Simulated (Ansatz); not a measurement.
The first iterations of a band of C2H3FO2 (8 atoms, charge 0, multiplicity 1).

Level of theory: Ansatz, RKS B3LYP-D4/def2-SVP.

* movable images: 9
* climbing image: yes
* spring: 5.0 eV/Å²
* optimiser: quadratic models (default)
* start path: through a guess of the saddle point
* force threshold: 0.2 eV/Å
* iteration limit: 60
* end points: relaxed

First end point:

```xyz
8
Properties=species:S:1:pos:R:3
O 0.584 -0.697 1.571
C 0.382 0.427 1.200
O -0.051 0.766 -0.022
C -0.274 -0.307 -0.925
F -0.651 0.251 -2.093
H 0.522 1.344 1.808
H 0.657 -0.882 -1.059
H -1.076 -0.959 -0.538
```

Last end point:

```xyz
8
Properties=species:S:1:pos:R:3
O 0.480 -0.072 1.447
C 0.255 1.134 0.915
O -0.138 0.970 -0.324
C -0.271 -0.321 -0.934
F -0.682 -0.097 -2.197
H 0.766 0.077 2.359
H 0.705 -0.832 -0.936
H -1.022 -0.914 -0.387
```

| iteration | highest image above the first end (eV) | largest band force component (eV/Å) |
| --- | --- | --- |
| 1 | 3.903 | 3.870 |
| 2 | 3.502 | 1.400 |

Problem. Does the band converge within its limit, and where does its top end?

Solution. The forces met the threshold. It ended after 8 iterations with the highest image 3.538 eV above the first end. The threshold of 0.2 eV/Å is loose, so the images may lie well off the minimum-energy path. Another band between the same ends (9 images) ends at a top of the same energy, where a vibrational analysis finds 1 clearly imaginary mode. The orbitals stay closed-shell, which can raise the energy where a bond breaks towards radicals; this wasn't checked here.

The run took 86 s on 2 threads of Intel(R) Xeon(R) Platinum 8488C (Sapphire Rapids), on a shared host, peak memory 0.19 GiB.
